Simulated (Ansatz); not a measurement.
The first iterations of a band of H$_{4}$OSi (6 atoms, charge 0, multiplicity 1).

These are results of RKS B3LYP-D4/def2-SVP in Ansatz, not measurements.

| Item | Value |
| --- | --- |
| movable images | 8 |
| climbing image | no |
| spring | 5.0 eV/Å² |
| optimiser | quadratic models (default) |
| start path | IDPP |
| force threshold | 0.03 eV/Å |
| iteration limit | 60 |
| end points | relaxed |

First end point:

```xyz
6
Properties=species:S:1:pos:R:3
O 0.647 -1.046 0.426
Si -0.036 0.348 -0.188
H 0.070 -1.645 0.913
H -1.133 0.054 -1.161
H 1.058 1.075 -0.881
H -0.606 1.214 0.890
```

Last end point:

```xyz
6
Properties=species:S:1:pos:R:3
O 0.139 -1.252 0.328
Si -0.151 0.302 -0.209
H 0.773 -1.362 1.046
H -1.142 0.181 -1.309
H 1.090 0.956 -0.726
H -0.708 1.174 0.870
```

| iteration | highest image above the first end (eV) | largest band force component (eV/Å) |
| --- | --- | --- |
| 1 | 0.085 | 0.417 |
| 2 | 0.052 | 0.236 |

Problem. Does the band converge within its limit, and where does its top end?

Solution. The forces met the threshold. It ended after 8 iterations with the highest image 0.024 eV above the first end. No image climbed, so the highest image needn't sit at the top of the path.

Run time: 53 s on 1 CPU thread of a shared host.
